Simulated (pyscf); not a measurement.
## Rearrangement: H₂C=CH–CH₂–CH=CH₂ -> cyclic C₅H₈ (SMILES C1=CCCC1)

Gas phase, singlet surface, charge 0. Bonds broken: C1–H6. Bonds formed: C1–C5, C4–H6. Single points on ωB97X-D3(BJ)/def2-SVP structures (PySCF, gas phase).

Transition state (Å):

```xyz
13

C      1.0610     0.6812    -0.6853
C     -0.1425     0.1521    -0.8664
C     -1.2610     0.4548     0.1885
C     -0.7532     1.6049     0.9906
C      0.6385     1.4581     1.3048
H      0.2836     1.8168     0.1058
H      1.9496     0.5220    -1.3028
H     -0.4345    -0.5089    -1.6919
H     -2.2271     0.6650    -0.2970
H     -1.3868    -0.4775     0.7740
H     -1.2692     2.5612     1.0837
H      1.0511     0.5017     1.6465
H      1.2059     2.3343     1.6408
```

One imaginary mode, 1957i cm⁻¹; descent along it reached the two sides named.

```
bond   change  reactant side (Å)  saddle  product side
-----  ------  -----------------  ------  ------------
C1–H6  breaks              1.095   1.587           2.9
C1–C5   forms                3.9   2.178         1.513
C4–H6   forms                2.6   1.379         1.102
```

Electronic energies relative to the reactant's lowest minimum found (eV):

| level | barrier | reaction energy | reverse barrier |
|---|---|---|---|
| ωB97X-D3(BJ)/def2-TZVP | 4.65 | -0.93 | 5.58 |
| PBE/def2-TZVP | 4.02 | -0.84 | 4.86 |
| r²SCAN/def2-TZVP | 4.22 | -0.86 | 5.09 |
| B3LYP-D3(BJ)/def2-TZVP | 4.55 | -0.70 | 5.26 |
| PBE0-D3(BJ)/def2-TZVP | 4.28 | -0.99 | 5.27 |
| M06-2X/def2-TZVP | 4.53 | -0.82 | 5.35 |
| ωB97M-D3(BJ)/def2-TZVP | 4.59 | -0.82 | 5.41 |
| HF/def2-TZVP | 5.72 | -0.67 | 6.39 |

With ωB97M-D3(BJ)/def2-TZVP energies and thermal terms (ideal gas, 1 atm, RRHO with modes under 100 cm⁻¹ raised to 100, one conformer, R ln 2 for chiral ones without a mode under 150 cm⁻¹), in eV:

```tsv
T (K)	ΔH‡	ΔG‡	ΔH	ΔG
298	4.41	4.47	-0.76	-0.67
600	4.40	4.54	-0.80	-0.56
900	4.40	4.61	-0.81	-0.44
1200	4.39	4.68	-0.82	-0.32
```

At the saddle there is also a short C–H contact that neither side keeps. The same reactants have a lower exit, to •HC=CH₂ + •H₂C–CH=CH₂ (no saddle counted: cutting one bond costs +3.94 eV at ωB97M-D3(BJ)/def2-TZVP, against +4.59 eV here). This is the saddle that the search found; another between the same sides may lie lower.
